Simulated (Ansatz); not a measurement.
System: 1T (CdI2-type) TiTe2. Method: PBEsol in Ansatz (plane waves, PAW).

Input:

Ansatz 0.2 input:
```yaml
crystal:
  lattice:
    - [3.720733036, 0.0, 0.0]
    - [-1.860366518, 3.2222493299, 0.0]
    - [0.0, 0.0, 6.4886876649]
  atoms:
    - { symbol: Ti, position: [0.0, 0.0, 0.0] }
    - { symbol: Te, position: [0.6666666667, 0.3333333333, 0.7328216991] }
    - { symbol: Te, position: [0.3333333333, 0.6666666667, 0.2671783009] }
basis:
  ecutwfc: 520
  ecutrho_ratio: 4
  xc_grid: 2
kpoints:
  mp_grid: { grid: [18, 18, 8] }
hamiltonian:
  xc: pbesol
  dispersion: none
  pseudopotentials: { azcp: { folder: ./paw }, kind: paw }
scf:
  occupations: { method: fermi_dirac, width: 0.05 }
output:
  forces: true
  stress: true
  eigenvalues: true
relax:
  f_tol: 0.004
  escape_saddle: false
  max_steps: 80
  cell: { stress_tol: 0.02, fix: [volume] }
```

Output (set-up and result lines):

```
Relaxation: its limit of steps is 80 (relax.max_steps)
Crystal: 3 atoms, lattice volume = 77.794 Å³
Basis set: ecut = 520 eV, 2041 PW (Γ), exchange–correlation on 60×60×100 points (8 copies of the dense FFT grid, shifted against one another)
Bands: 27, of which v1, the nominal top of the filled ones, is band 22 counted from 1 (21 counted from 0)
Symmetry: 12 space group operations
Space group: P-3m1 (ITA 164), of the structure as read, at distance tolerance 4.3e-5 Å
k-points: 266 of 2592
Initial density: superposition of atomic densities (chi_scale 0.1, normalization cell, long waves kept (reshape's long-wave potential 0.05 eV rms))
Functional: x = pbesol(κ = 0.804, μ = 0.12345679012345678), c = pbesol(β = 0.046)
SCF iter   1: F=—  HF=-16282.448676 eV  |F-HF|=—  |Δ(HF+E_count)|=         —  Δρ=1.32e-1  dr2=4.13e1
SCF iter   2: F=—  HF=-16280.543330 eV  |F-HF|=—  |Δ(HF+E_count)|=    1.91e0  Δρ=7.23e-2  dr2=1.48e1
  ...
SCF 1 converged in 10 iterations: F = -16279.261535 eV  dr2 = 3.15e-8
Crystal: 3 atoms, lattice volume = 77.794 Å³
Initial density: handed on by an earlier stage of this run
SCF 2 converged in 6 iterations: F = -16279.255243 eV  dr2 = 2.60e-8
Crystal: 3 atoms, lattice volume = 77.794 Å³
SCF 3 converged in 10 iterations: F = -16279.264871 eV  dr2 = 4.10e-12
Crystal: 3 atoms, lattice volume = 77.794 Å³
SCF iter   4: F=—  HF=-16279.264872 eV  |F-HF|=—  |Δ(HF+E_count)|=  4.37e-11  Δρ=1.28e-7  dr2=2.05e-11
SCF iter   5: F=-16279.264872 eV  HF=-16279.264872 eV  |F-HF|=7.28e-12  |Δ(HF+E_count)|=  1.82e-12  Δρ=1.94e-8  dr2=2.02e-13
SCF 4 converged in 5 iterations: F = -16279.264872 eV  dr2 = 2.02e-13
SCF converged after 5 iterations
Free energy (F): -16279.264872 eV
Internal energy: -16279.253233 eV  (E = F + TS)
E sigma→0 (E₀):  -16279.259052 eV
Fermi energy:    10.605393 eV
--- Forces (eV/Å), atoms counted from 1 ---
  atom   1  Ti    -0.00000000    -0.00000000     0.00000000
  atom   2  Te    -0.00000000    -0.00000000     0.00313043
  atom   3  Te     0.00000000     0.00000000    -0.00313043
--- Stress (GPa, compression-positive) ---
       -0.673009      -0.000000      -0.000000
       -0.000000      -0.673009       0.000000
       -0.000000       0.000000      -0.644560
  P = ⅓ Tr σ = -0.6635 GPa (-6.635 kbar)
```

The cell is one volume of an energy–volume scan, off the minimum.

The PAW data were made under PBE.

Note: the cell comes from a level without a dispersion term, which matters for the spacing of layers, chains or molecules. Note: the cell has widely spaced layers and the level no dispersion term, so their spacing and the moduli can rest on weak binding.

The result took roughly 5 core-minutes.

Ansatz is a first-principles code.
